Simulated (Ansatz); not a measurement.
# Which is lower?

Two relaxed structures of CH4B, doublet (PBE0-D4/def2-TZVP; forces vanish, vibrations not checked).

A:

```xyz
6
angstrom
B 0.1152 -0.6010 0.1116
C 0.0362 0.9279 -0.0002
H 1.0270 -1.3209 -0.1737
H 0.6215 1.2937 0.8608
H 0.5369 1.3276 -0.8901
H -0.9619 1.3602 0.0878
```

B:

B1  (0.022, -0.756, 0.047)
C2  (-0.022, 0.763, -0.047)
H3  (1.025, -1.350, -0.223)
H4  (-0.949, -1.367, 0.391)
H5  (0.779, 1.354, -0.485)
H6  (-0.856, 1.357, 0.318)
(Å)

Ansatz 0.2.0; basis: def2-TZVPP; cores frozen in the correlated methods; orbitals are unrestricted. B3LYP uses VWN-RPA correlation.

Which structure is lower at CCSD(T), and by how much? (To be estimated.)

By the calculation: B, by 0.397 eV (electronic energy, against the other). By their contacts, A is CH₄B ([BH][CH3]) and B is CH₄B ([BH2][CH2]).

All methods give the same order:

```csv
method,E(B) − E(A) (eV)
PBE-D4,-0.299
r2SCAN-D4,-0.338
PBE0-D4,-0.334
B3LYP-D4,-0.430
wB97M-V,-0.448
HF,-0.554
MP2,-0.311
CCSD,-0.426
CCSD(T),-0.397
```

T1 diagnostic: at most 0.012. ⟨S²⟩ of the unrestricted Hartree–Fock references: 0.75 to 0.76 (a pure state has 0.75).

Labels in which every atom is bracketed show which atoms are joined, not bond orders.

For scale, one of the runs: CCSD(T)/def2-TZVPP, 118 basis functions, launched by `ansatz run in.yaml --threads 2 --pin off --events-out ev --progress --plain --max-ram 4352MiB`. Hardware: 2 CPU threads of an Arm Neoverse V1, shared host. Wall time 9.5 s; peak host memory 1 GiB.
